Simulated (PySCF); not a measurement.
Molecule: `[C@@H]1(F)[C@H](C#C)C1`, C$_{5}$H$_{5}$F.

Atom-mapped SMILES (the numbers label the heavy atoms): `[CH:1]#[C:2][C@@H:3]1[CH2:4][C@@H:5]1[F:6]`; H(Xn) means a hydrogen on atom n. Ha(C4) is cis to C2 on the ring; Hb(C4) is trans to C2 on the ring.

Geometry PBE0-D3(BJ)/def2-SVP throughout; GIAO in PySCF 2.14, gas phase, one conformer, non-relativistic; equivalent atoms averaged; functional PBE0.

For orientation, pcSseg-2 gives these shifts δ (against TMS at the same level): C1 74.0, C2 86.5, C5 73.5, C4 16.5, C3 9.4, H(C5) 4.27, H(C1) 1.56, Ha(C4) 1.03, H(C3) 1.33 ppm.

A run gave: C1 80.3, C2 87.2, C5 74.4, C4 18.5, C3 8.1, H(C5) 4.16, H(C1) 2.01, Ha(C4) 1.30, H(C3) 1.38 ppm (shifts δ (against TMS at the same level)).

**Question.** Which basis set was used in that run?
A. def2-SVP
B. 6-31G
C. cc-pVTZ
D. pcSseg-0

**Answer.** D. C1 tells them apart best: pcSseg-0 gives 80.3, 6-31G gives 67.9, def2-SVP gives 67.7, cc-pVTZ gives 70.8 ppm.
